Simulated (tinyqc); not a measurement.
Inside a calculation. Method: harmonic frequencies on the RHF/sto-3g surface (energies and gradients from PySCF), for H3O+, spin multiplicity 1. One step of it, computed by the program tinyqc.

Task: One row of the Hessian: 3Hy. Displace 3Hy by +/-0.01 bohr; H(k, :) = (g(+) - g(-)) / (2 delta).

optimised positions (bohr):
```
,x,y,z
1O,0.022732,0.032901,0.564287
2H,1.822708,-0.044193,0.058034
3H,-0.818612,1.644538,0.120540
4H,-0.960687,-1.487737,0.092399
```

gradient at +delta (hartree/bohr):
```
,x,y,z
1O,0.00196802,-0.00493348,0.00093689
2H,-0.00004706,0.00014214,0.00004146
3H,-0.00212652,0.00491738,-0.00117081
4H,0.00020556,-0.00012604,0.00019246
```

gradient at -delta (hartree/bohr):
```
,x,y,z
1O,-0.00204438,0.00504033,-0.00101012
2H,0.00004242,-0.00014243,-0.00003037
3H,0.00220731,-0.00503976,0.00122390
4H,-0.00020535,0.00014186,-0.00018340
```

Give: row of the Hessian.

Result:

row of the Hessian (hartree/bohr^2): 1Ox 0.200620, 1Oy -0.498690, 1Oz 0.097350, 2Hx -0.004474, 2Hy 0.014228, 2Hz 0.003592, 3Hx -0.216691, 3Hy 0.497857, 3Hz -0.119735, 4Hx 0.020546, 4Hy -0.013395, 4Hz 0.018793
